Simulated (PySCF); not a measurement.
# Bonding in `c1pcpcp1`

C3H3P3.
Numbering: `[cH:1]1[p:2][cH:3][p:4][cH:5][p:6]1` (hydrogens: H7 on C1; H8 on C3; H9 on C5)

Structure used (PBE0-D3(BJ)/def2-SVP), in Å, numbered top down from 1:
```xyz
9
C3H3P3 angstrom
C     -1.322   -0.855    0.192
P     -1.612    0.851    0.219
C     -0.062    1.588   -0.007
P      1.546    0.987   -0.229
C      1.404   -0.738   -0.195
P      0.086   -1.843   -0.001
H     -2.240   -1.444    0.327
H     -0.109    2.685   -0.010
H      2.368   -1.247   -0.329
```

Bond orders from the PBE0/pcSseg-1 density (PySCF). Geometry: PBE0-D3(BJ)/def2-SVP; no solvent, vibrations or thermal averaging.

Q: Where do the orders between heavy atoms depart from those drawn in the SMILES?

A: The largest departure is 0.188, at C1–P2 (drawn aromatic, 1.312), P2–C3 (drawn aromatic, 1.312), C3–P4 (drawn aromatic, 1.312), P4–C5 (drawn aromatic, 1.312) and 2 more, counting aromatic bonds as 1.5. The bonds drawn aromatic all have 1.31.

Q: Give the Mayer order of every bond between heavy atoms, beside its length.

A: 
```json
{"bond": "C1–P2", "drawn as": "aromatic", "length (Å)": "1.731", "Mayer order": "1.312"}
{"bond": "P2–C3", "drawn as": "aromatic", "length (Å)": "1.731", "Mayer order": "1.312"}
{"bond": "C3–P4", "drawn as": "aromatic", "length (Å)": "1.731", "Mayer order": "1.312"}
{"bond": "P4–C5", "drawn as": "aromatic", "length (Å)": "1.731", "Mayer order": "1.312"}
{"bond": "C5–P6", "drawn as": "aromatic", "length (Å)": "1.731", "Mayer order": "1.312"}
{"bond": "P6–C1", "drawn as": "aromatic", "length (Å)": "1.731", "Mayer order": "1.312"}
```

Q: And the bonds to hydrogen?

A: C–H: 0.93 (3 bonds).

Q: Sum the orders of all bonds at each heavy atom with more than one neighbour and set the sums beside the valence in the SMILES.

A: C1 3.556 (drawn 4), P2 2.624 (drawn 3), C3 3.556 (drawn 4), P4 2.624 (drawn 3), C5 3.556 (drawn 4), P6 2.624 (drawn 3). Orders between atoms that aren't bonded are not in these sums.

Mayer orders depend on the basis set.
